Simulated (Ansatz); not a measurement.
The same path of C3H5NO (10 atoms, charge 0, multiplicity 1) was run 3 times with different band settings. The coordinate that changes most is the dihedral H7–C3–C4–O5.

The calculation used RKS BLYP-D4/def2-SVP (Ansatz 0.2.0).

Relaxed end points:

```xyz
10
Properties=species:S:1:pos:R:3
N -0.654 -2.789 0.565
C -0.104 -1.764 0.426
C 0.523 -0.452 0.233
C -0.503 0.663 -0.129
O 0.126 1.930 -0.244
H 1.285 -0.534 -0.573
H 1.063 -0.156 1.156
H -1.058 0.370 -1.050
H -1.247 0.749 0.688
H 0.651 1.932 -1.068
```

```xyz
10
Properties=species:S:1:pos:R:3
N -0.089 -2.431 -0.907
C 0.157 -1.548 -0.178
C 0.416 -0.369 0.660
C -0.331 0.881 0.110
O 0.064 1.213 -1.207
H 1.508 -0.172 0.670
H 0.103 -0.581 1.705
H -1.431 0.712 0.199
H -0.074 1.747 0.752
H -0.238 0.497 -1.801
```

Common settings: movable images 7; climbing image yes; spring 5.0 eV/Å²; optimiser quadratic models (default); start path through a guess of the saddle point; end points relaxed.

| run | force threshold | iteration limit |
| --- | --- | --- |
| 1 | 0.05 eV/Å | 60 |
| 2 | 0.05 eV/Å | 3 |
| 3 | 0.5 eV/Å | 60 |

What does each run give, and how far can it be trusted?

Run 1: converged after 7 iterations, highest image 0.143 eV above the first end. A vibrational analysis at the climbing image gives one clearly imaginary mode, 131i cm⁻¹: a first-order saddle point.
Run 2: not converged after 3 iterations, highest image 0.147 eV above the first end. The band didn't meet its force threshold, so its energies are provisional: the largest band force was still 0.65 eV/Å, and over the last iterations the top moved between 0.15 and 1.91 eV.
Run 3: converged after 4 iterations, highest image 0.142 eV above the first end. The threshold of 0.5 eV/Å is loose, so the images may lie well off the minimum-energy path. Another band between the same ends (7 images) ends at a top of the same energy, where a vibrational analysis finds 1 clearly imaginary mode.
